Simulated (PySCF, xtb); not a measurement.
hydrogen peroxide (H2O2), SMILES OO.

GFN2-xTB (xtb) at its own geometry gives an orbital gap of 7.58 eV and a dipole moment of 0.00 D.

Geometry: B3LYP-D3(BJ)/def2-TZVP. A frequency run showed that this geometry is not a minimum.

Problem. What does CAM-B3LYP/def2-TZVPD (PySCF) give? (An estimate is asked for; the answer gives what the named calculation found.)

Solution. gap 9.88 eV (levels -9.25 and 0.63 eV), dipole 0.00 D.
